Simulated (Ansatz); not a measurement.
`CCCC(C)(C)CC` → `CCCC(C)(C)C` + `[CH2]` (triplet)  (formal loss of a carbene)

Computed with Ansatz on PBE0-D4/def2-TZVP structures; ΔE is electronic, products minus reactants. CBS: MP2 limit from def2 TZ/QZ plus the TZ coupled-cluster correction, frozen cores. This one scheme is used for every species. Functionals use def2-TZVPP. Triplets are unrestricted, without spin–orbit coupling. Each species was taken in one conformer, which may not be the lowest.

CCSD(T)/CBS gives +4.49 eV.

Question: Another level gave +4.34 eV. Which?
A. PBE0-D4/def2-TZVPP
B. CAM-B3LYP/def2-TZVPP
C. PBE-D4/def2-TZVPP
D. BLYP/def2-TZVPP

Answer: B. CAM-B3LYP 4.34, PBE0-D4 4.45, PBE-D4 4.53, BLYP 4.17 eV.

Largest T1 diagnostic among the species: 0.011.

The D4 term adds +0.16 eV with B3LYP and +0.09 eV with PBE0; it sums over pairs of atoms, weighted by their polarisabilities, and B3LYP, whose exchange is more repulsive, gets the larger term. From r2SCAN to r2SCAN0 (25 % exact exchange), in def2-TZVPP and without D4, ΔE moves by −0.04 eV.

B3LYP here is the variant with VWN-RPA as its local correlation; programs differ in this.
